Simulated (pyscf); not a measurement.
9 silicon, germanium or tin steps of one kind (four-centre exchange, closed-shell): barrier in kJ/mol, from the separated reactants or the lowest minimum found. PySCF, gas phase, ωB97X-D3(BJ)/def2-SVP geometries. Functionals in def2-TZVP; the last column is ωB97M-D3(BJ)/def2-TZVP. Rows were drawn at random from the steps of this kind and element class whose saddle was verified and whose references are stable.

```tsv
step	PBE	M06-2X	B3LYP-D3(BJ)	ωB97M-D3(BJ)
`[F][SiH3]` + `[OH2]` → `[OH][SiH2][F]` + `[H][H]`	99.7	118.3	121.3	118.2
`[ClH]` + `[SiH][Cl]` [singlet] → `[Cl][Si][Cl]` [singlet] + `[H][H]`	-27.2	2.0	-3.5	4.5
`[SiH3][SeH]` + `[ClH]` → `[Cl][SiH2][SeH]` + `[H][H]`	111.0	136.4	133.1	141.8
`[OH][AsH2]` + `[SiH4]` → `[SiH3][O][AsH2]` + `[H][H]`	116.7	135.0	131.4	136.4
`[SiH3][AsH2]` + `[OH2]` -> `[OH][SiH2][AsH2]` + `[H][H]`	128.8	150.4	148.9	148.5
`[SH][Si]([Cl])([Cl])[Cl]` + `[ClH]` → `[SH2]` + `[Cl][Si]([Cl])([Cl])[Cl]`	105.5	133.8	123.3	135.6
`[NH2][SiH2][F]` + `[OH2]` → `[NH2][SiH]([OH])[F]` + `[H][H]`	114.2	135.3	137.0	134.7
`[SH][GeH3]` + `[FH]` → `[SH2]` + `[F][GeH3]`	80.6	104.2	101.3	108.9
`[OH][SiH2][F]` + `[FH]` → `[OH][SiH]([F])[F]` + `[H][H]`	81.5	111.5	106.5	105.5
```

Differences from the last column (kJ/mol): PBE: mean -24.8, median -24.0, mean size 24.8, lower in 9 of 9; M06-2X: mean -0.8, median -1.4, mean size 2.7, lower in 5 of 9; B3LYP-D3(BJ): mean -3.9, median -4.9, mean size 5.4, lower in 5 of 9. PBE is closest for row 1 (18.5 kJ/mol apart) and farthest for row 2 (31.7 kJ/mol). PBE, r²SCAN and M06-2X carry no added dispersion term. The last column is a level with limits of its own. Each barrier is that of the saddle found. Elements up to Kr have no core potential and no relativistic terms here.
